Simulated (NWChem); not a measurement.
chloroform (CHCl3); SMILES ClC(Cl)Cl

```xyz
5

Cl     0.7912    -1.4856    -0.0834
C      0.0000     0.0000     0.4512
Cl     0.8909     1.4280    -0.0834
Cl    -1.6822     0.0576    -0.0834
H      0.0000     0.0000     1.5460
```
Atoms are numbered in this order, from 1.

Program: NWChem. Pople sets run with spherical d functions. Geometry: optimised at PBE0/def2-SVP. Total energies compare along this basis series because the functional is fixed.

| level | basis functions | energy (Ha) | highest occupied level (eV) | orbital gap (eV) | dipole (D) |
|---|---|---|---|---|---|
| B3LYP/STO-3G | 33 | -1403.7568 | -7.29 | 8.86 | 1.47 |
| B3LYP/3-21G | 50 | -1412.4442 | -8.73 | 7.58 | 1.45 |
| B3LYP/6-31G* | 70 | -1419.2676 | -8.55 | 7.46 | 1.25 |
| B3LYP/6-31+G* | 86 | -1419.2736 | -8.70 | 7.32 | 1.23 |
| B3LYP/def2-SVP | 73 | -1418.8625 | -8.29 | 7.98 | 1.12 |
| B3LYP/def2-SVPD | 109 | -1418.8910 | -8.72 | 7.42 | 1.07 |
| B3LYP/def2-TZVP | 148 | -1419.3922 | -8.58 | 7.46 | 1.08 |
| B3LYP/6-311++G** | 119 | -1419.3790 | -8.71 | 7.35 | … |
| B3LYP/aug-cc-pVTZ | 219 | -1419.4132 | -8.66 | 7.31 | 1.08 |

**Question.** What belongs in the gaps?

**Answer.** 
- B3LYP/6-311++G**, dipole (D): 1.18
